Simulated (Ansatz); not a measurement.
Reaction (SMILES): ClCCl → [CH2]Cl (CH2-Cl) + Cl atom
B3LYP-D3(BJ)/def2-TZVP geometries, fixed; electronic energies without zero-point terms.
Largest species:
```
C
H 1 1.0832
H 1 1.0832 2 111.91
Cl 1 1.7804 2 108.02 3 118.77
Cl 1 1.7804 2 108.02 3 -118.77
```
Charge 0, spin multiplicity 1.

Core correlation in the bond dissociation energy at CCSD(T) with Ansatz (an electronic-structure program), in kcal/mol: frozen core against 1s of Al to Cl frozen alone. Core-valence sets carry the plain set on hydrogen. Open shells are unrestricted.

```json
[
 {"basis": "cc-pV(D+d)Z", "functions, most": "70", "frozen core": "73.76"},
 {"basis": "cc-pCVDZ", "functions, most": "82", "frozen core": "73.54"},
 {"basis": "cc-pV(T+d)Z", "functions, most": "136", "frozen core": "78.62"},
 {"basis": "cc-pwCVTZ", "functions, most": "189", "frozen core": "78.75"},
 {"basis": "cc-pCVTZ", "functions, most": "189", "frozen core": "78.68"},
 {"basis": "cc-pV(Q+d)Z", "functions, most": "243", "frozen core": "81.02"}
]
```

Task: How large is the core term in each set?

Result: The largest core-valence set, cc-pCVTZ, gives a core term of 0.25 kcal/mol; the valence set cc-pV(Q+d)Z, which lacks functions for the core, gives 0.56. By row: cc-pV(D+d)Z 0.46, cc-pCVDZ 0.39, cc-pV(T+d)Z 1.05, cc-pwCVTZ 0.17, cc-pCVTZ 0.25, cc-pV(Q+d)Z 0.56.
